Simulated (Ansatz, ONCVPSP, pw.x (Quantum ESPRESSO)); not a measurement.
# What a changed setting does to a pw.x run (fcc Al)

Potential: optimised norm-conserving Vanderbilt (ONCV), ONCVPSP 4.0.1, PBE; core [Ne], reference 3s2 3p1; waves: 3s: rc 1.90 bohr, ncon 3, nbas 5, qcut 2.9 1/bohr, 1 projector; 3p: rc 1.90 bohr, ncon 3, nbas 7, qcut 3.9 1/bohr, 1 projector; d scattering state at 0.09 Ha: rc 1.45 bohr, ncon 4, nbas 9, qcut 7.1 1/bohr, 2 projectors, debl 1.4 Ha; local part: polynomial inside 1.30 bohr (lpopt 4, dvloc0 0 Ha); core correction: Teter function, fcfact 2.75, rcfact 1.2.

The reference run (k-mesh 14³, cutoffs 50/200 Ry, Fermi–Dirac 0.01 Ry, mixing_beta 0.4, conv_thr 1e-9, no spin) gives -0.08 GPa at 16.527 Å³/atom, where all-electron LAPW gives -0.17 GPa. This run, with its own iteration cap, changes startingwfc to random.

```
&control
  calculation='scf', prefix='x', pseudo_dir='./', outdir='./tmp', tstress=.true., disk_io='none'
/
&system
  ibrav=0, nat=1, ntyp=1, ecutwfc=50, ecutrho=200, nbnd=8,
  occupations='smearing', smearing='fd', degauss=0.01
/
&electrons
  conv_thr=1e-09, mixing_beta=0.4, electron_maxstep=60, startingwfc='random'
/
ATOMIC_SPECIES
Al 1.0 Al.UPF
CELL_PARAMETERS angstrom
  0.00000000 2.02172157 2.02172157
  2.02172157 0.00000000 2.02172157
  2.02172157 2.02172157 0.00000000
ATOMIC_POSITIONS crystal
Al 0.0000 0.0000 0.0000
K_POINTS automatic
14 14 14 0 0 0
```

```bash
pw.x < Al.scf.in > Al.scf.out
```

Task: How does the run end?

Result: It converges in 6 iterations; the free energy moves by +0.0 meV/atom and the pressure by +0.00 GPa. The result is that of the reference run.

```
Message from routine setup:
     using ibrav=0 with symmetry is DISCOURAGED, use correct ibrav instead
     lattice parameter (alat)  =       5.4030  a.u.
     unit-cell volume          =     111.5297 (a.u.)^3
     number of electrons       =         3.00
     number of Kohn-Sham states=            8
     kinetic-energy cutoff     =      50.0000  Ry
     charge density cutoff     =     200.0000  Ry
     scf convergence threshold =      1.0E-09
     Exchange-correlation= PBE
     number of k points=   104  Fermi-Dirac smearing, width (Ry)=  0.0100
     iteration #  1     ecut=    50.00 Ry     beta= 0.40
     total energy              =      -4.33198327 Ry
     estimated scf accuracy    <       0.00628452 Ry
     iteration #  2     ecut=    50.00 Ry     beta= 0.40
     total energy              =      -4.33135898 Ry
     estimated scf accuracy    <       0.00208027 Ry
     iteration #  3     ecut=    50.00 Ry     beta= 0.40
     total energy              =      -4.33140653 Ry
     estimated scf accuracy    <       0.00000253 Ry
     iteration #  4     ecut=    50.00 Ry     beta= 0.40
     total energy              =      -4.33140794 Ry
     estimated scf accuracy    <       0.00000007 Ry
     iteration #  5     ecut=    50.00 Ry     beta= 0.40
     total energy              =      -4.33140795 Ry
     estimated scf accuracy    <          1.4E-09 Ry
     iteration #  6     ecut=    50.00 Ry     beta= 0.40
     the Fermi energy is     7.9153 ev
!    total energy              =      -4.33140795 Ry
     estimated scf accuracy    <          1.5E-10 Ry
     smearing contrib. (-TS)   =      -0.00208699 Ry
     The total energy is F=E-TS. E is the sum of the following terms:
     one-electron contribution =       2.88425311 Ry
     hartree contribution      =       0.00752887 Ry
     xc contribution           =      -1.82079430 Ry
     ewald contribution        =      -5.40030864 Ry
     convergence has been achieved in   6 iterations
          total   stress  (Ry/bohr**3)                   (kbar)     P=       -0.78
     Message from routine punch:
     Nothing written, as per user request (disk_io='none')
```

The run took about 8.6 s on one core of a shared host (Intel(R) Xeon(R) Processor @ 2.60GHz, 24 threads, 32 GiB, load 12).
